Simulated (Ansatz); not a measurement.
# B2HF+ (doublet): from Hartree-Fock to the top rungs, def2-TZVPP

An exercise on one series of results from a longer session: the logs are not shown, and one member is left open.

Method: def2-TZVPP, core rule «outside noble gas», up to 3 orbitals frozen; program: Ansatz 0.2.0, Gaussian basis.

To be run: UHF; ROHF; CCSD(T) on UHF.

2 further runs of the same task are left out: 2 set aside as unsound or not needed.

## The system

The geometry is a PBE0/def2-TZVP stationary point (not a proven minimum) of the parent state, kept for this charge and spin.

4 atoms, charge 1, spin multiplicity 2.

Atoms are counted from 1 here; the program's logs count them from 0.

Bond lengths: B1–B2 1.633 Å, B2–F3 1.328 Å, B2–H4 1.205 Å. Angles: B1–B2–F3 125.5°, B1–B2–H4 114.3°, F3–B2–H4 120.2°.

The first run:

Input file in.yaml:

```yaml
crystal:
  periodic: [false, false, false]
  atoms:
    - {symbol: B, position_ang: [0.000000, -0.285996, 1.615495]}
    - {symbol: B, position_ang: [0.000000, 0.444539, 0.154784]}
    - {symbol: F, position_ang: [0.000000, -0.177695, -1.018097]}
    - {symbol: H, position_ang: [0.000000, 1.648828, 0.202133]}
basis:
  gaussian: {orbitals: def2-TZVPP}
total_charge: 1
magnetization: {spin_polarized: true, initial_magnetization: 1}
hamiltonian: {xc: hf}
output: {orbitals: {seedname: orbitals}}
```

Run with:

```console
$ ansatz run in.yaml --threads 1 --pin off --events-out ev --progress --plain --max-ram 4096MiB --backend cpu
```

Among the steps run: UHF; ROHF; CCSD(T) on UHF.

One of the session's tables, all rows but one given; the rest of the session is left out.

It belongs to the step «Misses and costs». 

| method | from UCCSD(T) (kcal/mol) |
| --- | --- |
| ROHF | +255.58 |
| UHF | ? |
| UMP2 | +21.82 |
| UCCSD | +8.09 |
| UCCSD(T) | 0 |

**Question.** Estimate the row for UHF.

As computed: from UCCSD(T) (kcal/mol): +254.60. In the column «from UCCSD(T) (kcal/mol)» it lies between UMP2 (+21.82) and ROHF (+255.58).
